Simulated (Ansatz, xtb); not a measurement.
Bond stretch in CH6Si, SMILES C[SiH3]. The Si2–H8 bond (Si2 also carries C, H, H; H8 carries nothing else) is stretched with both fragments frozen at the PBE0/def2-TZVP optimised geometry. Each curve is given relative to its own lowest point near equilibrium.

| R / Å | A | B | C |
|---|---|---|---|
| 1.11 | 223.9 | 222.3 | 231.0 |
| 1.20 | 95.3 | 109.8 | 116.5 |
| 1.25 | 54.0 | 68.7 | 74.3 |
| 1.33 | 16.4 | 26.3 | 30.1 |
| 1.41 | 1.6 | 5.5 | 7.4 |
| 1.44 | 0.0 | 1.9 | 3.1 |
| 1.49 | 0.9 | 0.0 | 0.0 |
| 1.54 | 5.4 | 2.3 | 1.1 |
| 1.59 | 12.5 | 7.8 | 5.6 |
| 1.64 | 21.9 | 16.1 | 12.8 |
| 1.73 | 42.9 | 35.8 | 30.7 |
| 1.82 | 67.4 | 59.9 | 53.0 |
| 2.00 | 120.7 | 114.0 | 104.0 |
| 2.21 | 184.7 | 179.0 | 165.5 |
| 2.50 | 272.2 | 261.4 | 243.6 |
| 2.72 | 334.4 | 315.4 | 294.5 |
| 2.98 | 399.6 | 369.2 | 336.7 |
| 3.29 | 462.2 | 420.4 | 361.8 |
| 3.62 | 510.5 | 462.0 | 373.5 |
| 4.05 | 549.8 | 500.8 | 378.9 |
| 4.43 | 569.0 | 524.5 | 380.4 |
| 5.18 | 582.6 | 552.7 | 381.2 |

Energies in kJ/mol.

### Question
Assign the columns to these levels of theory: GFN1-xTB (xtb 6.7.1); restricted B3LYP/cc-pVTZ (Ansatz, an electronic-structure program); unrestricted PBE/cc-pVTZ (Ansatz).

### Answer
A is GFN1-xTB; B is RKS-B3LYP; C is UKS-PBE.

The restricted form behind RKS-B3LYP keeps the bonding electrons paired and can't separate into open-shell fragments. The unrestricted determinant behind UKS-PBE is spin-contaminated at 2.98 to 5.18 Å (<S²> up to 1.0, against 0.00 for a pure singlet).
